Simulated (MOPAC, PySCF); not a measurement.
BF3, SMILES `FB(F)F`, neutral singlet in the gas phase. 

Cartesian coordinates (Å):
```xyz
4

F      1.2000    -0.5396     0.0006
B      0.0000     0.0000     0.0000
F     -1.0673    -0.7695    -0.0008
F     -0.1327     1.3091     0.0001
```
Charge 0, multiplicity 1.

All levels are single points at this geometry (B3LYP-D3(BJ)/def2-TZVP); Pople sets use spherical d functions. Orbital energies aren't observables, and empty levels follow the basis.

```tsv
level	HOMO (eV)	LUMO (eV)	gap (eV)	dipole (D)	vertical IE, Delta-SCF (eV)
B3LYP-D3(BJ)/def2-TZVP in PySCF	-11.90	0.03	11.93	0.00	15.21
PBE-D3(BJ)/def2-TZVP in PySCF	-10.00	-0.39	9.61	0.00	14.42
B3LYP/3-21G in PySCF	-11.02	0.87	11.88	0.00	–
B3LYP/6-31G* in PySCF	-11.25	1.02	12.27	0.00	14.79
BP86/6-31G* in PySCF	-9.46	0.18	9.64	0.00	–
M06-2X/6-31G* in PySCF	-13.87	2.37	16.24	0.00	–
PBE/6-31G* in PySCF	-9.32	0.22	9.54	0.00	13.98
SVWN5/6-31G* in PySCF	-9.54	-0.14	9.40	0.00	14.28
HF/3-21G in PySCF	-17.62	5.04	22.66	0.00	–
HF/6-31G* in PySCF	-17.70	5.47	23.16	0.00	16.34
HF/STO-3G in PySCF	-13.01	9.21	22.22	0.00	–
AM1 in MOPAC	-14.93	1.70	16.63	0.00	–
PM3 in MOPAC	-17.24	-0.56	16.67	0.00	–
```
